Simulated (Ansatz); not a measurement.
**Al2H (quartet): from Hartree-Fock to the top rungs at a displaced geometry (v2), cc-pVTZ**

One table from this session's results is given with a row withheld; the runs are named, their logs left out.

The runs use Ansatz 0.2.0, Gaussian basis; cc-pVTZ, core rule «outside noble gas», up to 10 orbitals frozen.

To be run: UHF; CCSD(T) on ROHF; CCSD(T) on UHF; BCCD(T) on ROHF; CCSDT(Q) on ROHF; CCSDT(Q) on UHF; CASSCF and MRCISD+Q, 7 electrons in 9 orbitals; CASSCF and NEVPT2, 7 electrons in 9 orbitals.

27 further runs of the same task are left out: 6 for a known fault of the program, 7 that didn't finish, 14 set aside as unsound or not needed.

## The geometry

The geometry is a PBE0/def2-TZVP stationary point (not a proven minimum) with its atoms shifted at random (size 0.100 Å).

3 atoms, charge 0, spin multiplicity 4.

Atoms are counted from 1 here; the program's logs count them from 0.

Bond lengths: Al1–Al2 2.355 Å, Al1–H3 1.589 Å. Angles: Al2–Al1–H3 172.8°.

Set-up of the first run:

in.yaml reads:

```yaml
crystal:
  periodic: [false, false, false]
  atoms:
    - {symbol: Al, position_ang: [0.084376, 0.005225, 0.254054]}
    - {symbol: Al, position_ang: [-0.080498, 0.013599, -2.094768]}
    - {symbol: H, position_ang: [-0.003878, -0.018825, 1.840714]}
basis:
  gaussian: {orbitals: cc-pVTZ}
magnetization: {spin_polarized: true, initial_magnetization: 3}
hamiltonian: {xc: hf}
output: {orbitals: {seedname: orbitals}}
```

Run with:

```sh
ansatz run in.yaml --threads 1 --pin off --events-out ev --progress --plain --max-ram 2393MiB
```

Steps of the session up to this table: UHF; CCSD(T) on ROHF; CCSD(T) on UHF; BCCD(T) on ROHF; CCSDT(Q) on ROHF; CCSDT(Q) on UHF; CASSCF and MRCISD+Q, 7 electrons in 9 orbitals; CASSCF and NEVPT2, 7 electrons in 9 orbitals.

One of the session's tables, all rows but one given; the rest of the session is left out.

It belongs to the step «Misses and costs». 

| method | from UCCSDT(Q) (meV) |
| --- | --- |
| ROHF | +3816.8 |
| UHF | +3735.9 |
| RMP2 | +899.2 |
| UMP2 | +929.2 |
| RCCSD | +251.0 |
| UCCSD | +245.9 |
| RCCSD(T) | +58.4 |
| UCCSD(T) | +58.3 |
| BCCD(T) | +58.4 |
| RCCSDT | +15.0 |
| UCCSDT | +13.2 |
| RCCSDT(Q) | ? |
| UCCSDT(Q) | 0 |
| CASSCF valence | +2348.9 |
| NEVPT2 valence | +700.4 |
| MRCISD valence | +169.7 |
| MRCISD+Q valence | +21.5 |

Estimate the missing values for RCCSDT(Q).

The run gave: from UCCSDT(Q) (meV): +1.6. In the column «from UCCSDT(Q) (meV)» it lies between UCCSDT(Q) (0) and UCCSDT (+13.2).

Limits of these values: Restricted and unrestricted rows rest on different reference determinants; where their highest levels disagree by more than a few hundredths of an eV, they describe different states and don't form one ladder.
